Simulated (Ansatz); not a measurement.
# SiH3 (doublet): from Hartree-Fock to the top rungs at distance H1–H2 along a hydrogen transfer = 0.842 Å, cc-pVDZ

Aim: climb from Hartree-Fock through coupled cluster and multireference methods for SiH3 (doublet) at one geometry and basis, and see what each rung misses.

The runs use Ansatz 0.2.0, Gaussian basis; cc-pVDZ, core rule «outside noble gas», up to 5 orbitals frozen.

Plan: UHF; CCSD(T) on ROHF; CCSD(T) on UHF; BCCD(T) on ROHF; CISD; CCSDT(Q) on ROHF; CCSDT(Q) on UHF; CCSDTQ on ROHF; CCSDTQ on UHF; CASSCF and MRCISD+Q, 3 electrons in 3 orbitals; CASSCF and NEVPT2, 3 electrons in 3 orbitals; CASSCF and MRCISD+Q, 7 electrons in 7 orbitals; CASSCF and NEVPT2, 7 electrons in 7 orbitals; Full CI.

## Step 1: The geometry

The geometry derives from fragments relaxed apart (PBE0/def2-TZVP) and kept rigid, so it is no stationary point. A hydrogen atom is moved between rigid fragments.

4 atoms, charge 0, spin multiplicity 2.

Atoms are counted from 1 here; the program's logs count them from 0.

Bond lengths: H1–H2 0.842 Å, H2–Si3 1.682 Å, Si3–H4 1.532 Å. Angles: H1–H2–Si3 180.0°, H2–Si3–H4 105.0°.

## Step 2: UHF

File in.yaml:

```yaml
crystal:
  periodic: [false, false, false]
  atoms:
    - {symbol: H, position_ang: [-2.400570, 0.047936, 0.000000]}
    - {symbol: H, position_ang: [-1.558570, 0.047936, 0.000000]}
    - {symbol: Si, position_ang: [0.123430, 0.047936, 0.000000]}
    - {symbol: H, position_ang: [0.519864, -1.431577, 0.000000]}
basis:
  gaussian: {orbitals: cc-pVDZ}
magnetization: {spin_polarized: true, initial_magnetization: 1}
hamiltonian: {xc: hf}
output: {orbitals: {seedname: orbitals}}
```

The run is started by

```
> ansatz run in.yaml --threads 1 --pin off --events-out ev --progress --plain --max-ram 4096MiB --backend cpu
```

Further steps of the session: CCSD(T) on ROHF; CCSD(T) on UHF; BCCD(T) on ROHF; CISD; CCSDT(Q) on ROHF; CCSDT(Q) on UHF; CCSDTQ on ROHF; CCSDTQ on UHF; CASSCF and MRCISD+Q, 3 electrons in 3 orbitals; CASSCF and NEVPT2, 3 electrons in 3 orbitals; CASSCF and MRCISD+Q, 7 electrons in 7 orbitals; CASSCF and NEVPT2, 7 electrons in 7 orbitals; Full CI.

**Question.** What will the summary of the whole plan be? Wanted: FCI below the RHF energy; RMP2 from FCI; UMP2 from FCI; RCCSD from FCI; RCCSD(T) from FCI; UCCSD(T) from FCI; RCCSDT(Q) from FCI; UCCSDT(Q) from FCI; MRCISD+Q pair from FCI.

As calculated:

```
                         quantity                                                                                                                 value
         FCI below the RHF energy                                                                                                            -3.8513 eV
                    RMP2 from FCI                                                                                                            +968.1 meV
                    UMP2 from FCI                                                                                                            +983.3 meV
                   RCCSD from FCI                                                                                                            +105.7 meV
                RCCSD(T) from FCI                                                                                                             +24.9 meV
                UCCSD(T) from FCI                                                                                                             +24.8 meV
               RCCSDT(Q) from FCI                                                                                                              +0.5 meV
               UCCSDT(Q) from FCI                                                                                                              +0.4 meV
           MRCISD+Q pair from FCI                                                                                                             -34.2 meV
          NEVPT2 valence from FCI                                                                                                            +707.0 meV
        MRCISD+Q valence from FCI                                                                                                             +15.8 meV
levels within 1 kcal/mol (43 meV)  RCCSD(T), UCCSD(T), BCCD(T), RCCSDT, UCCSDT, RCCSDT(Q), UCCSDT(Q), RCCSDTQ, UCCSDTQ, MRCISD+Q pair, MRCISD+Q valence
                    T1 diagnostic                                                                                                                 0.021
   effectively unpaired electrons                                                                                                                  1.09
```

RCCSD(T) lands +24.9 meV from the yardstick (0.6 % of the correlation energy). MRCISD+Q pair falls below full CI: the +Q correction isn't variational, and the cores differ from full CI's. One determinant dominates. Of the multireference levels listed MRCISD+Q valence comes nearest in total energy (+15.8 meV), which doesn't show that its space is the better one. These misses are within one basis, not against nature; the frozen cores of restricted and unrestricted runs differ, which can shift their rows.
